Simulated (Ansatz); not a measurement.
**AlH2O (SMILES [O][AlH2]): UCCSDT/STO-3G**

Aim: the vertical ionisation energy of AlH2O at UCCSDT/STO-3G, from 2 runs. 

The results are computed with Ansatz 0.2.0.

51 further runs of the same task are left out: 1 that didn't finish, 50 set aside as unsound or not needed.

## 1. Starting point

AlH2O has 4 atoms, charge 0, and is taken as a doublet. As SMILES, `[O][AlH2]`. Geometry: relaxed at PBE0-D4/def2-TZVP.

Bond lengths: O1–Al2 1.727 Å, Al2–H3 1.578 Å, Al2–H4 1.578 Å. Angles: O1–Al2–H3 115.8°, O1–Al2–H4 115.8°, H3–Al2–H4 128.3°.

## 2. A single-point energy at UCCSDT/STO-3G

The input, job.yaml:

```yaml
crystal:
  periodic: [false, false, false]
  atoms:
    - {symbol: O, position_ang: [0.062600, -0.856300, 1.401400]}
    - {symbol: Al, position_ang: [0.011300, 0.029900, -0.080400]}
    - {symbol: H, position_ang: [-1.149600, -0.360800, -1.076000]}
    - {symbol: H, position_ang: [1.131100, 1.126800, -0.265300]}
basis:
  gaussian:
    orbitals: STO-3G
magnetization:
  spin_polarized: true
  initial_magnetization: 1
correlation:
  method: ccsdt
  frozen_orbitals: {Al: 5, H: 0, O: 1}
accuracy: high
scf:
  omitted_lower_state_checks: [cluster_reference, increment]
```

On the command line:

```
$ ansatz run job.yaml --threads 1 --pin off --max-ram 2610MiB --events-out events.jsonl --progress --plain --runs-dir runs
```

Standard output (excerpt; [...] marks lines left out):

```text
Warning: RAYON_NUM_THREADS=1 ignored (pool sized by the plan → 1); use --threads N
Functional definition: HF
  name "HF"
[...]
267 factors; integrals over basis functions are off by at most 2.5e-8 eV
[...]
mean field -8544.49184184 eV, -314.0042835231 hartree, gradient 3.3e-8 eV, S^2 0.756200; 6 other end points of the search recorded, 0 dependent functions left out
6 core orbitals not correlated: weight in the atoms' cores, before any rotation towards them, 0.999 or more for the frozen orbitals, at most 0.000 for the correlated occupied ones
reference -8544.49184184 eV, -314.0042835231 hartree; 6, 5 occupied and 4, 5 virtual orbitals, 267 factors
second order -1.26889821 eV of doubles, -0.00000000 eV of singles
cycle   1  -1.55042985 eV  change   -2.8e-1 eV  update   7.6e-2
[...]
cycle  31  -1.89825040 eV  change   9.1e-10 eV  update   1.0e-9
Total energy: -8546.39009224 eV, -314.0740429386 hartree
Checks for a lower state left out: cluster_reference, increment
```

Wall time 0.5 s (1 thread of Arm Neoverse V1, shared host).

## 3. The singlet cation

The input, in.yaml:

```yaml
crystal:
  periodic: [false, false, false]
  atoms:
    - {symbol: O, position_ang: [0.062600, -0.856300, 1.401400]}
    - {symbol: Al, position_ang: [0.011300, 0.029900, -0.080400]}
    - {symbol: H, position_ang: [-1.149600, -0.360800, -1.076000]}
    - {symbol: H, position_ang: [1.131100, 1.126800, -0.265300]}
basis:
  gaussian: {orbitals: STO-3G}
total_charge: 1
correlation: {method: ccsdt, frozen_orbitals: {Al: 5, H: 0, O: 1}}
accuracy: high
scf: {omitted_lower_state_checks: [cluster_reference, increment]}
```

On the command line:

```
$ ansatz run in.yaml --threads 1 --pin off --max-ram 2610MiB --events-out events.jsonl --progress --plain --runs-dir runs
```

Standard output (excerpt; [...] marks lines left out):

```text
Warning: RAYON_NUM_THREADS=1 ignored (pool sized by the plan → 1); use --threads N
[... 2 set-up lines as earlier in the session ...]
[...]
267 factors; integrals over basis functions are off by at most 2.5e-8 eV
[...]
mean field -8535.31232541 eV, -313.6669425162 hartree, gradient 3.5e-8 eV, S^2 0.000000; 7 other end points of the search recorded, 0 dependent functions left out; unrestricted orbitals would lower it
6 core orbitals not correlated: weight in the atoms' cores, before any rotation towards them, 0.999 or more for the frozen orbitals, at most 0.001 for the correlated occupied ones
reference -8535.31232541 eV, -313.6669425162 hartree; 5, 5 occupied and 5, 5 virtual orbitals, 267 factors
second order -1.54026455 eV of doubles, -0.00000000 eV of singles
cycle   1  -1.98353959 eV  change   -4.4e-1 eV  update   1.2e-1
[...]
cycle  46  -3.29386243 eV  change  -2.2e-10 eV  update  5.4e-10
Total energy: -8538.60618784 eV, -313.7879897279 hartree
Checks for a lower state left out: cluster_reference, increment
```

Wall time 0.26 s (1 thread of Arm Neoverse V1, shared host).

## 4. Outcome

Level: UCCSDT/STO-3G, 6 core orbitals frozen.

| quantity | value |
| --- | --- |
| doublet AlH2O: total energy | -314.07404 Eh |
| doublet AlH2O: correlation energy (6 core orbitals frozen) | -69.8 mEh |
| doublet AlH2O: ⟨S²⟩ of the reference determinant | 0.756 |
| doublet AlH2O: T1 diagnostic | 0.021 |
| singlet cation: total energy | -313.78799 Eh |
| singlet cation: correlation energy (6 core orbitals frozen) | -121.0 mEh |
| singlet cation: T1 diagnostic | 0.121 |
| vertical ionisation energy (to the singlet cation) | 7.784 eV |

In words: The vertical ionisation energy comes to 7.78 eV (751 kJ/mol). Only the singlet of the ionised species was computed; a triplet could lie lower. In a minimal basis such a difference can be off by several eV, whatever the method. The T1 diagnostic (singlet cation) of 0.121 is above the customary mark for such species, so a single reference may not serve. The restricted solution (singlet cation) is unstable to spin breaking: an unrestricted one lies lower.
